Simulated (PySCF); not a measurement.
Molecule: C$_{2}$H$_{3}$O$_{2}$, net charge -1, singlet state. It need not be the lowest isomer of its formula. Whether it binds its extra electron was not tested at this geometry. SMILES: O([CH2-])C=O
Geometry from a B3LYP-D3(BJ)/def2-TZVP (Ansatz) optimisation:
```xyz
7

C     -0.8678    -0.0284    -0.0847
O     -0.8880    -1.0509     0.5921
O      0.1457     0.6914    -0.4457
H     -1.8022     0.4233    -0.4779
C      1.5361     0.4322     0.0732
H      1.5986    -0.6595     0.1933
H      2.1324     0.6895    -0.8187
```
Charge -1, spin multiplicity 1.

Dispersion corrections to the total energy (kcal/mol) from the dftd3 and dftd4 libraries through PySCF: D3(BJ) without and D4 with the three-body term, each with the damping fitted for the functional named.

```json
[
 {"functional": "B3LYP", "D3(BJ)": "___", "D4": "-4.24"},
 {"functional": "PBE0", "D3(BJ)": "-1.84", "D4": "___"},
 {"functional": "LC-wPBE", "D3(BJ)": "-1.94", "D4": "-2.91"},
 {"functional": "HSE06", "D3(BJ)": "-1.30", "D4": "___"},
 {"functional": "BLYP", "D3(BJ)": "-4.64", "D4": "-6.10"},
 {"functional": "r2SCAN", "D3(BJ)": "-0.58", "D4": "-0.65"},
 {"functional": "PW6B95", "D3(BJ)": "-0.97", "D4": "-2.30"}
]
```

Fill in the missing entries.


- B3LYP, D3(BJ): -3.75
- PBE0, D4: -2.18
- HSE06, D4: -2.00
